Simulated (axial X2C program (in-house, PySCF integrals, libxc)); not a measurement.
# Nuclear properties of AlC⁺

Calculated with an axial X2C code built on PySCF integrals: two-component X2C with atomic mean-field Coulomb and Gaunt terms, Gaussian nuclei, basis Al dyall-v3z, C dyall-v3z with contracted cores.

R = 1.947 Å (near the PBE0 minimum at charge 1 of the determinant lowest at the starting distance; the state shown can have its own minimum elsewhere).

Determinant lowest in the PBE0 search, Ω = 1 (⟨Sz⟩ = 1.00, ⟨Lz⟩ = 0.00 at PBE0), spin on the atoms Al -0.10, C 1.10:

```csv
level,Eeff magnitude (GV/cm),Ws magnitude Al (kHz),Ws magnitude C (kHz),A∥/gI Al (MHz),qzz Al (a.u.),A∥/gI C (MHz),qzz C (a.u.)
PBE0,0.187,0.0644,0.00724,-449,-0.46,79.6,0.51
HF,0.263,0.0898,0.0106,-576,-0.99,206,0.35
PBE,0.129,0.0447,0.00481,-346,-0.28,29.9,0.52
B3LYP,0.149,0.0517,0.00558,-377,-0.33,61.6,0.61
r2SCAN,0.206,0.0713,0.00798,-518,-0.54,114,0.45
```

Eeff is the effective electric field on the electron electric dipole moment in this Ω state and Ws the scalar–pseudoscalar constant of the nucleus named (defined with the proton number Z and per Ω); A∥ (defined per Ω) follows by multiplying with gI = μI/(I μN); qzz is the electric field gradient, eQq0 = 234.96 MHz × Q/barn × qzz. The operators were transformed with the bare-nucleus X2C matrices; with these basis sets, hyperfine constants and field gradients can be off by tens of per cent, and where levels differ in sign neither size nor sign is settled.

Question: With gI(27Al) = 1.4566 (g factors from the IAEA table of nuclear moments by Stone), turn the PBE0 values of the first state into constants in MHz.

Answer: A∥(27Al) = -449 × 1.4566 = -654 MHz.

Each state is one determinant with collinear spin, which with several unpaired electrons need not be a pure state. Unrestricted Hartree–Fock can overshoot spin polarisation at the nuclei. With several open shells hyperfine constants can be off by a factor of several. Where Eeff spreads by more than a factor of two the levels disagree and none is to be relied on. Open-shell Ω = 0 determinants with evenly filled partner blocks cannot be reached by this program, so the Ω shown need not be the lowest component. The search compared states at one distance, so a state with another bond length can lie lower. Further determinants of the search, some of them spin-mixed, are not shown. Where a field gradient or hyperfine factor spreads by more than a factor of two over the levels, a constant derived from it is not to be relied on.
